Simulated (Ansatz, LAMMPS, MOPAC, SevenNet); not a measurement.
## LA phonon frequency at L of zinc-blende GaAs: levels of theory against measurement

Reference value: 207 cm⁻¹ (measured, temperature not stated, not corrected to a static lattice; as tabulated in Giannozzi et al., Phys. Rev. B (1991)).

```json
[
 {"level (code)": "BOP GaAs.bop.table (LAMMPS)", "value (cm⁻¹)": "224", "cell (Å³/atom)": "22.71", "difference (%)": "+8.2"},
 {"level (code)": "PM7 semi-empirical Hartree-Fock (MOPAC)", "value (cm⁻¹)": "218", "cell (Å³/atom)": "22.42", "difference (%)": "+5.3"},
 {"level (code)": "SevenNet-l3i5", "value (cm⁻¹)": "182", "cell (Å³/atom)": "23.80", "difference (%)": "-12.1"},
 {"level (code)": "LDA (Ansatz)", "value (cm⁻¹)": "206", "cell (Å³/atom)": "21.99", "difference (%)": "-0.5"},
 {"level (code)": "PBE (Ansatz)", "value (cm⁻¹)": "197", "cell (Å³/atom)": "23.70", "difference (%)": "-4.8"},
 {"level (code)": "PBE-D3(BJ) (Ansatz)", "value (cm⁻¹)": "202", "cell (Å³/atom)": "22.85", "difference (%)": "-2.4"},
 {"level (code)": "r²SCAN (Ansatz)", "value (cm⁻¹)": "209", "cell (Å³/atom)": "22.75", "difference (%)": "+1.0"},
 {"level (code)": "B3LYP (VWN-RPA form) (Ansatz)", "value (cm⁻¹)": "207", "cell (Å³/atom)": "23.95", "difference (%)": "0.0"},
 {"level (code)": "HSE06 (Ansatz)", "value (cm⁻¹)": "209", "cell (Å³/atom)": "22.94", "difference (%)": "+1.0"},
 {"level (code)": "PBE0 (Ansatz)", "value (cm⁻¹)": "211", "cell (Å³/atom)": "22.87", "difference (%)": "+1.9"},
 {"level (code)": "r²SCAN0 (Ansatz)", "value (cm⁻¹)": "217", "cell (Å³/atom)": "22.41", "difference (%)": "+4.8"},
 {"level (code)": "Hartree–Fock (Ansatz)", "value (cm⁻¹)": "230", "cell (Å³/atom)": "23.83", "difference (%)": "+11.1"}
]
```

Once the reference is moved by up to 3.0 % (a margin picked here for doubts on the reference and the settings, and for temperature and zero-point motion) and values within 1.0 % count as equal, the nearest can be B3LYP (VWN-RPA form) (0.0 %), LDA (-0.5 %), r²SCAN (+1.0 %), HSE06 (+1.0 %), PBE0 (+1.9 %), PBE-D3(BJ) (-2.4 %) or r²SCAN0 (+4.8 %). By the same margin the farthest can be SevenNet-l3i5 (-12.1 %) or Hartree–Fock (+11.1 %).

The measured value isn't corrected to a static lattice, so vibrations enter the comparison.  PM7 semi-empirical Hartree-Fock (MOPAC): the method was fitted mainly to molecules. PM7 semi-empirical Hartree-Fock (MOPAC): the run uses a supercell at the zone centre in place of a k mesh. PBE-D3(BJ): the dispersion coefficients are held fixed in the derivatives. Each level is taken at its own relaxed cell. Cutoffs and k meshes differ between the levels. Ansatz's density-functional and Hartree–Fock values are scalar-relativistic unless marked +SOC, with PAW data made under PBE.

Empirical potentials (BOP GaAs.bop.table) are fitted to chosen data: where that held the value shown, agreement is built in, and what lay outside the fit can be far off. Machine-learned potentials (SevenNet-l3i5) are trained on DFT data: a solid inside that data is no test of them.

Differences are worked out from the printed values.

Ansatz is a quantum-chemistry and plane-wave program.
